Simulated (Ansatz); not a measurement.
We consider cubic perovskite CsSnBr3, described by rVV10 (PAW; Ansatz, a first-principles code).

Numerical settings: plane-wave cutoff 520 eV, 6×6×6 k mesh, Fermi–Dirac smearing 0.01 eV, scalar-relativistic PAW data made under PBE.

Response to compression and expansion:

```csv
V (Å³/atom),P (GPa),direct gap at Γ (eV),smallest gap on the k mesh (eV)
37.472,1.61,4.776,0.176
38.270,1.01,4.733,0.292
39.067,0.48,4.692,0.400
39.864,0.00,4.653,0.502
40.662,-0.43,4.615,0.598
41.459,-0.81,4.580,0.687
42.256,-1.15,4.546,0.771
```

The fundamental gap (0.50 eV at the equilibrium volume, with added k points) lies elsewhere than Γ–Γ.

Note: the relaxation could not lower the start's symmetry, so the cell can be a saddle point above a distorted one.

Spin–orbit coupling is not included.
